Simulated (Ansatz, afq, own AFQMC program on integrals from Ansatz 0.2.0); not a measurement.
# CH3S, doublet: AFQMC among the cluster methods

```xyz
5

C     0.4318    1.3442    0.6907
S     1.1377    0.4723   -0.7018
H    -0.6201    1.5587    0.4290
H     0.9285    2.3084    0.8759
H     0.4253    0.7324    1.6053
```

Connectivity, by distances: CH3–S.

Basis def2-SVP. Noble-gas cores (and the filled d shells of Ga–Kr and In–Xe) are frozen. Ansatz 0.2.0 and our own AFQMC program on the same integrals; the CISD trial comes from CCSD amplitudes, and released means the phaseless constraint is let go. Free AFQMC starts from the CCSD state and is never constrained. Its projection time is finite, and what remains of the start isn't in its error. ± is one standard error of the sampling.

Determinant: UHF, the one that the program's search chose, which needn't be the lowest solution. The geometry is a PBE0/def2-SVP stationary point of this or a neighbouring charge and spin state.

No full CI on the walks' own integrals is used here; CCSDT(Q) serves as the reference and is uncertain by about the last step of the cluster series.

```
T1 diagnostic                               : 0.0097
weight of the determinant in the CISD state : 0.888
⟨S²⟩ of the determinant                     : 0.759
size of the correlated space                : 13 electrons in 41 orbitals
```

Reference: CCSDT(Q), correlation energy -8.006 eV. The released energy is read at 1.50 1/Eh (meV from the phaseless value at times in 1/Eh: 0.1 ± 2.4 at 0.24, 0.2 ± 2.0 at 0.50, -5 ± 3 at 1.00, -2.7 ± 2.3 at 1.50).

```tsv
level	E − E(reference) (meV)	share of correlation (%)
HF	8006.1	0.00
MP2	1139.0	85.77
CCSD	224.0	97.20
CCSD(T)	29.7	99.63
CCSDT	10.2	99.87
ph-AFQMC/HF	10.0 ± 17.0	99.88
ph-AFQMC/CISD	4.2 ± 3.2	99.95
released AFQMC	1.6 ± 2.3	99.98
free AFQMC	-0.8 ± 2.9	100.01
```

Free projections are given only where their last times agree within the noise and don't stop above the reference; a slow remainder of the start can still hide under it. Released energies are given only where the last usable release times agree within the noise; a slower fall can still hide under it.
